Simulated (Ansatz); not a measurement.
in.yaml

```yaml
crystal:
  periodic: [false, false, false]
  atoms:
    - {symbol: Br, position_ang: [0.000000, 0.000000, 0.000000]}
    - {symbol: Be, position_ang: [0.000000, 0.000000, 2.471000]}
basis:
  gaussian: {orbitals: cc-pVDZ}
total_charge: 1
magnetization: {spin_polarized: false, initial_magnetization: 2}
correlation: {active_space: {window: {electrons: 2, orbitals: 3}, fixed_orbitals: true, states: [{multiplicity: 3, weights: [1, 1, 1, 1]}], root: 1}}
```

```sh
$ ansatz run in.yaml --threads 1 --pin off --events-out ev --progress --plain --max-ram 2393MiB
```

Log:

```
751 factors; integrals over basis functions are off by at most 1.3e-7 eV
mean field evaluation 1: about -70386.1342 eV, gradient 1.1e1 eV
mean field evaluation 2: about -70386.1451 eV, gradient 1.1e1 eV
mean field evaluation 4: about -70386.9574 eV, gradient 1.2e0 eV
mean field evaluation 8: about -70386.9978 eV, gradient 2.9e-1 eV
mean field evaluation 16: about -70386.9566 eV, gradient 3.1e0 eV
mean field evaluation 32: about -70386.9978 eV, gradient 3.0e-1 eV
mean field -70386.99962787 eV, -2586.6745263022 hartree, gradient 1.7e-6 eV, S^2 2.000000; 4 other end points of the search recorded, 0 dependent functions left out
reference -70386.99962787 eV, -2586.6745263022 hartree; 20, 18 occupied and 21, 23 virtual orbitals, 751 factors
Error: 4 states are sought, and the space of determinants holds 3 states of this symmetry and spin
```

The run gave no result to rely on (stopped by an error).

Ran on 1 thread of AMD EPYC, shared host: 1.9 s wall, 0.16 GiB peak host memory.
